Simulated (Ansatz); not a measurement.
Two isomers of AlBH4O: A = `O[BH][AlH2]`, B = `[BH2][AlH][OH]`.

Computed with Ansatz on PBE0-D4/def2-TZVP structures; ΔE is electronic, products minus reactants. CCSD(T)/CBS adds triple-zeta CCSD(T) − MP2 to the extrapolated MP2 energy (def2 sets, frozen cores). Functionals use def2-TZVPP. One conformer a species, not always the lowest.

A:

```xyz
7

O    -0.7816    1.4125   -0.6139
B    -0.6857    0.0928   -0.3090
Al    1.1152   -0.6421    0.6007
H    -1.6200    1.6572   -1.0179
H    -1.6385   -0.6090   -0.5716
H     2.3299   -1.1937   -0.2741
H     1.2808   -0.7175    2.1857
```

B:

Z-matrix (Å, degrees):
```
B
Al 1 2.121
H 1 1.199 2 122.7
H 1 1.199 2 122.7 3 -178.8
O 2 1.703 1 116.4 3 -90.7
H 2 1.595 1 125.1 3 89.3
H 5 0.956 2 123.0 1 179.9
```

**Question.** Which isomer does CCSD(T)/CBS put lower? Give the gap. (An estimate is asked.)

**Answer.** Ansatz gave: B, by 2.5 kcal/mol.

**Question.** Give E(B) − E(A) in kcal/mol with BLYP-D4, B2PLYP, MP2/def2-TZVPP, CCSD(T)/def2-TZVPP, PBE0-D4, ωB97M-V, r2SCAN-D4. (An estimate is asked.)

**Answer.** Computed: BLYP-D4 -0.3, B2PLYP -1.9, MP2/def2-TZVPP -2.9, CCSD(T)/def2-TZVPP -1.8, PBE0-D4 0.3, ωB97M-V -1.0, r2SCAN-D4 -1.3. The order is the other way round with PBE0-D4.

**Question.** Does the order hold for the free energy at 298.15 K (harmonic terms from PBE0-D4)? (Estimate.)

**Answer.** Computed: Yes: G(B) − G(A) = -2.7 kcal/mol, for one conformer each.

Largest T1 diagnostic: 0.014.

Leaving LDA and LC-ωPBE aside and taking each functional with its dispersion term where it has one, the values, not all of them listed here, spread over 3.7 kcal/mol, from BHLYP-D4 to PBE-D4. LDA lies +2.2 kcal/mol from PBE without D4. At CCSD(T), def2-SVP lies +6.0 kcal/mol from the extrapolated value and def2-TZVPP +0.6 kcal/mol.
